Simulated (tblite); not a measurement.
Compound: C2H3O3 (doublet state).
SMILES with atom numbers: `[O:1][CH2:2][O:3][CH:4]=[O:5]` (hydrogens: H6, H7 on C2; H8 on C4)

Structure optimised with GFN2-xTB, isolated species. This method treats the open shell by occupation alone, without spin polarisation.

List the bond lengths, angles and torsions at this level.

| bond | length (pm) | order |
| --- | --- | --- |
| O1–C2 | 126.4 | single |
| C2–O3 | 144.2 | single |
| O3–C4 | 132.6 | single |
| C4=O5 | 119.5 | double |
| C2–H6, C2–H7 | 113.0 | single |
| C4–H8 | 110.1 | single |

Bonds in one row agree within 1 pm and their mean is given. Orders are formal, as drawn. A selection of angles:
| angle | degrees |
| --- | --- |
| O1–C2–O3 | 115.6 |
| O1–C2–H6 | 113.5 |
| O3–C2–H6 | 106.8 |
| H6–C2–H7 | 99.1 |
| C2–O3–C4 | 117.2 |
| O3–C4–O5 | 125.8 |
| O3–C4–H8 | 109.2 |
| O5–C4–H8 | 125.0 |

Torsions: O1–C2–O3–C4 180° (antiperiplanar); C2–O3–C4–O5 0° (synperiplanar).

O3 (oxygen bonded to 2 C) is bent (angle 117.2°). Of the pairs four or more bonds apart, O5···H6 is among the closest relative to their van der Waals radii: 2.57 Å, 95 % of the sum of Bondi's values. The C–O distances run from 1.195 Å (C4=O5, drawn double) to 1.442 Å (C2–O3, drawn single), a spread of 0.247 Å. The 5 heavy atoms lie in one plane (0.001 Å rms). C4 (carbon bonded to 2 O and H) is planar (angles 125.8°, 125.0° and 109.2°, sum 360.0°, 0.00 Å off the plane of its three neighbours).

Point group: Cs (every atom within 0.08 Å of its image). GFN2-xTB frequencies show an imaginary mode (92i cm⁻¹), so the point is no minimum at that level. 2 starts were optimised and ended at 0.00 and 0.97 kcal/mol (GFN2-xTB); the lowest of these is shown.

Time: under 0.1 s wall. Hardware: Arm Neoverse N1, one thread, no GPU, shared host. This is the geometry optimisation.

One conformer stands for the species.

These are computed values.
